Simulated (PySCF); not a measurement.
**Nitrogen: a sound run and one with changed settings**

Sound run: N [He] 2s2 2p3, N⁺ [He] 2s2 2p2. All numbers are calculated (PySCF 2.14, no relativity, point nucleus, in cc-pVDZ). In the sound run the correlated levels freeze 1s2. The sound run starts from symmetry-adapted Hartree-Fock orbitals and uses a fine grid where one is needed.

A second run was set up differently.

| species | method | sound run (hartree) | changed run (hartree) | converged |
| --- | --- | --- | --- | --- |
| N | MP2 | -54.46186 | -54.40879 | yes |
| N | CCSD(T) | -54.47850 | -54.41325 | yes |
| N⁺ | MP2 | -53.93437 | -53.88564 | yes |
| N⁺ | CCSD(T) | -53.95698 | -53.88711 | yes |

Ionisation energy of N:

```json
{"method": "UHF", "sound run (eV)": "13.895", "changed run (eV)": "13.895"}
{"method": "MP2", "sound run (eV)": "14.354", "changed run (eV)": "14.236"}
{"method": "SCS-MP2", "sound run (eV)": "14.144", "changed run (eV)": "14.009"}
{"method": "CCSD", "sound run (eV)": "14.195", "changed run (eV)": "14.317"}
{"method": "CCSD(T)", "sound run (eV)": "14.191", "changed run (eV)": "14.317"}
```

Problem. What was changed?
A. all electrons correlated in a valence basis
B. too few SCF iterations
C. a valence shell is frozen
D. basis contracted for another Hamiltonian

Solution. C. Freezing a valence shell removes pair correlation that changes on ionisation.
